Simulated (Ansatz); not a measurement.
A made-up structure of NaSiNH2, closed shell:

Na1  (-3.195, 0.891, 0.026)
N2  (-0.964, 0.265, 0.007)
Si3  (0.740, -0.206, -0.006)
H4  (1.363, -1.714, -0.416)
H5  (2.056, 0.764, 0.389)
(Å)

It is relaxed with PBE-D4/def2-SVP and then PBE0-D4/def2-TZVP (Ansatz 0.2.0). Atoms count as bonded within 1.22 times the sum of their covalent radii (H–H: 0.88 Å). The end point is not checked to be a true minimum.

**Question.** Does its bonding change? (A judgement: the text doesn't fix the answer.)

**Answer.** By the calculation: No: no bond forms or breaks.

Where it ends: The first stage lowers the energy by 0.96 eV in 13 steps. It ends as NaSiNH₂ ([Na][N][SiH2]):
```tsv
atom	x (Å)	y (Å)	z (Å)
Na1	-2.8514	0.7998	0.0248
N2	-0.8600	0.2387	0.0068
Si3	0.6610	-0.1856	-0.0058
H4	1.2138	-1.5328	-0.3720
H5	1.8367	0.6799	0.3462
```

Labels in which every atom is bracketed show which atoms are joined, not bond orders.

For scale, one of the runs: PBE0-D4/def2-TZVP relaxation, 112 basis functions, launched by `ansatz run in.yaml --threads 2 --pin off --events-out ev --progress --plain --max-ram 4352MiB`. Hardware: 2 CPU threads of an Arm Neoverse V2, shared host. Wall time about 29 s.
